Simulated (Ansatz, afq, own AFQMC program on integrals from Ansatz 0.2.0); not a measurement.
## Atomization energy of AlBH2, singlet

```csv
atom,x (Å),y (Å),z (Å)
B,0.0000,0.0000,1.7315
Al,0.0000,0.0000,-0.5881
H,0.0000,-1.3671,-1.4148
H,0.0000,1.3671,-1.4148
```

Connectivity, by distances: B–AlH2.

Atoms in their ground-state spins without spin–orbit coupling (mostly on UHF) minus the molecule (RHF), without zero-point energy. The geometry is a stationary point, not shown to be a minimum.

Basis 6-31G. Noble-gas cores (and the filled d shells of Ga–Kr and In–Xe) are frozen. Integrals, coupled cluster, full CI and functionals: Ansatz 0.2.0; the random walks run on the same integrals in our own AFQMC program. ph-AFQMC/CISD is guided by a CISD state made of CCSD amplitudes; releasing the constraint for a short imaginary time cuts its bias at the price of noise, slowly where states lie close. Error bars are statistical, one sigma. The errors of all members are added in quadrature.

Full CI is exact in this basis; where marked, its frozen core comes from its own orbitals, which moves totals by up to a few meV.

Errors are counted within 6-31G, not against nature.

Cautions: AlBH₂ (singlet): another spin lies lower, restricted determinant unstable towards unrestricted (UHF 482 meV lower, ⟨S²⟩ 0.80), full CI with its own frozen core.

Reference (full CI): 546.0 kJ/mol.

```json
{"level": "HF", "atomization energy (kJ/mol)": "448.8", "error against FCI (kJ/mol)": "-97.2"}
{"level": "MP2", "atomization energy (kJ/mol)": "525.7", "error against FCI (kJ/mol)": "-20.3"}
{"level": "CCSD", "atomization energy (kJ/mol)": "540.0", "error against FCI (kJ/mol)": "-6.0"}
{"level": "CCSD(T)", "atomization energy (kJ/mol)": "543.9", "error against FCI (kJ/mol)": "-2.1"}
{"level": "ph-AFQMC/CISD", "atomization energy (kJ/mol)": "545.8 ± 0.5", "error against FCI (kJ/mol)": "-0.2 ± 0.5"}
{"level": "released AFQMC", "atomization energy (kJ/mol)": "546.7 ± 0.7", "error against FCI (kJ/mol)": "0.7 ± 0.7"}
```

Correlation beyond CCSD(T) adds 2.1 kJ/mol. The perturbative (T) step is worth +3.9 kJ/mol.

A walk keeps the symmetry of its determinant, which the program's search chose and which needn't be the lowest solution, so a lower state of the same spin and another symmetry isn't excluded. Released energies are given only where the last usable release times agree within the noise; a slower fall can still hide under it.
